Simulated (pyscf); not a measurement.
Structures and frequencies: ωB97X-D3(BJ)/def2-SVP in PySCF.

### Question
For the elementary gas-phase step `[O]=[Sn][OH]` [doublet] + `[CH4]` → `[OH][Sn][OH]` [singlet] + `[CH3]` [doublet] (doublet surface; C–H broken, H–O formed), what barrier and reaction energy does ωB97M-D3(BJ)/def2-TZVP give, measured from the separated reactants?

### Answer
ΔE‡ = 4.4 kcal/mol, ΔE = -9.4 kcal/mol. Zero-point energy shifts the barrier by -2.7 kcal/mol. It is a hydrogen abstraction, with an imaginary mode of 1603i cm⁻¹. On the reactant side the descent ends in a complex (not fully relaxed), 5.0 kcal/mol under the separated species and 8.9 kcal/mol under the saddle at ωB97X-D3(BJ)/def2-TZVP. One saddle was located; it need not be the lowest between these sides. The angle at the transferred H is 172°. Elements past Kr carry the def2 core potentials, without spin-orbit coupling.
